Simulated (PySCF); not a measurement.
# Ionisation energy of C by level of theory

C [He] 2s2 2p2 (3P) → C⁺ [He] 2s2 2p1 (2P), as a difference of total energies. All numbers are calculated (PySCF 2.14, the spin-free X2C one-electron Hamiltonian (Gaussian nucleus), in aug-cc-pCVTZ-DK with one added diffuse shell each of s, p, d, f type (8s7p5d3f, 75 functions)). Correlated levels: valence and next inner shell: nothing frozen. The calculations carry no spin-orbit coupling.

| method | ionisation energy (eV) | error (eV) |
| --- | --- | --- |
| UHF | 10.792 | -0.470 |
| MP2 (valence and next inner shell) | 11.265 | +0.003 |
| SCS-MP2 (valence and next inner shell) | 11.127 | -0.135 |
| CCSD (valence and next inner shell) | 11.175 | -0.087 |
| CCSD(T) (valence and next inner shell) | 11.200 | -0.062 |

Reference: 11.262 eV (measured; NIST levels, between the centres of gravity of the two terms).

Errors of the correlated levels include the incompleteness of this basis.
